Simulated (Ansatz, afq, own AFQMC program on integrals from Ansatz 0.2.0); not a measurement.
Integrals from Ansatz 0.2.0, then the random walk in our own AFQMC program (afq).

```yaml
crystal:
  periodic: [false, false, false]
  atoms:
    - {symbol: O, position_ang: [0.000000, 0.000000, 0.000000]}
    - {symbol: H, position_ang: [0.000000, 0.000000, 1.006000]}
basis:
  gaussian: {orbitals: aug-cc-pVDZ}
magnetization: {spin_polarized: false, initial_magnetization: 1}
correlation: {method: ccsd_t, electrons: outside_noble_gas, hamiltonian_folder: ham}
```

```sh
$ ansatz run in.yaml --threads 1 --pin off --events-out ev --progress --plain --max-ram 1382MiB
```

Options of the walk:

```
--method phaseless --trial hf --walkers 120 --populations 1 --least-time 40 --time-step 0.005 --steps-per-block 20 --equilibration-blocks 112 --max-blocks 600 --target-error 0.0009600 --factor-cut 1e-05 --start spin_pure --seed 2512 --taylor-order 6
```

Times are imaginary, in 1/Eh. The walk had a cap of 589 s.

```
orbitals 31  electrons 4 3  factors 215 of 302
reference energy -75.39706884 Eh
CCSD correlation -0.18289305 Eh in 10 cycles, weight of the determinant in the CISD state 0.9450
energy of the start -75.397070 Eh
 block  time / (1/Eh)  mean weight  energy / Eh
     1     0.100  1.0016  -75.451169
     2     0.200  1.0026  -75.493171
     3     0.300  1.0005  -75.528510
     4     0.400  1.0018  -75.540622
     5     0.500  1.0026  -75.561279
     7     0.700  1.0004  -75.586962
     9     0.900  0.9999  -75.603870
    18     1.800  0.9999  -75.578532
    52     5.200  0.9997  -75.580171
    86     8.600  0.9999  -75.577745
   120    12.000  1.0024  -75.563953
   154    15.400  0.9984  -75.568814
   188    18.800  1.0017  -75.552692
   222    22.200  1.0022  -75.576478
   256    25.600  0.9998  -75.562994
   290    29.000  0.9994  -75.589698
   324    32.400  0.9980  -75.573284
   358    35.800  1.0007  -75.596429
   392    39.200  0.9996  -75.597975
   426    42.600  1.0006  -75.584693
   460    46.000  0.9997  -75.597948
   494    49.400  0.9989  -75.569567
   528    52.800  0.9988  -75.588698
   562    56.200  0.9996  -75.613541
   596    59.600  0.9985  -75.550950
   630    63.000  0.9996  -75.571204
   647    64.700  0.9992  -75.620042
   664    66.400  1.0005  -75.582447
   698    69.800  1.0003  -75.570560
blocks merged  error / Eh  count
     1  0.000731  600
     2  0.000968  300
     4  0.001222  150
     8  0.001500  75
    16  0.001822  37
    32  0.001607  18
    64  0.001845  9
energy -75.579396 +/- 0.001822 Eh
(rows thinned)
```

Question: Estimate how long the walk took on 1 thread of Arm Neoverse V2, on a shared host.

Answer: 2.3 min of wall time.

The run passed its tests (sampling time, drift between the halves within three errors, error under three times the target), which doesn't prove that it has relaxed.

Against this walk (error 49.6 meV) on the same determinant: CCSD(T) 111.3 meV lower, CCSDT(Q) 128.4 meV lower, a separate phaseless walk with a CISD trial and standard settings 114.4 ± 50.1 meV lower. The error is statistical and leaves out the bias of the constraint.

Cautions: constraint bias not in the error; error above the target (49.6 against 26.1 meV).

CCSDT and higher add their correlation energy to the determinant of the CCSD(T) run, since their own runs factorise the integrals more tightly (a shift of under 2 meV). A walk keeps the symmetry of its determinant, which the program's search chose and which needn't be the lowest solution, so a lower state of the same spin and another symmetry isn't excluded.
